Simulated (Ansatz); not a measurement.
`C#CSCO`, charge 0, multiplicity 1.

Question: Give a relaxed structure at PBE0-D4/def2-TZVP (Ansatz 0.2.0). (An estimate is asked.)

Answer: The calculation gave: 
Cartesian coordinates in Å:
```
C 1.824 -1.662 0.097
C 1.325 -0.598 0.363
S 0.697 0.904 0.756
C -1.045 0.699 0.241
O -1.241 0.553 -1.122
H 2.259 -2.603 -0.141
H -1.445 -0.189 0.726
H -1.528 1.593 0.658
H -0.847 1.303 -1.578
```
This is one stationary point; other conformers may exist.
